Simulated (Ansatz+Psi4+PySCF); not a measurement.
The numbers below are computed, except where a source is named.
This Psi4 input gave a total energy of -38.31260 hartree.

```
molecule {
0 2
C 0.000000 0.000000 0.160070
H 0.000000 0.000000 -1.520710
}

set basis cc-pVTZ
set reference rohf
set scf_type pk
set mp2_type conv
set cc_type conv
set num_frozen_docc 1
energy('mp2')
```

(1) Write an input for Ansatz with the same method and basis set.

Answers

(1)

```yaml
crystal:
  periodic: [false, false, false]
  atoms:
    - { symbol: C, position_ang: [0.0, 0.0, 0.16007] }
    - { symbol: H, position_ang: [0.0, 0.0, -1.52071] }
basis:
  gaussian: { orbitals: cc-pVTZ }
magnetization:
  initial_magnetization: 1
hamiltonian:
  xc: hf
correlation:
  method: mp2
  frozen_orbitals: { C: 1, H: 0 }
scf:
  omitted_lower_state_checks: [stability, starts, atomic_configurations, cluster_reference, orbital_swaps, given_window_search, neighbouring_geometries, increment]
```

Ansatz (development build ahead of 0.2.0) gave -38.31260 hartree, 0.02 meV from the first.
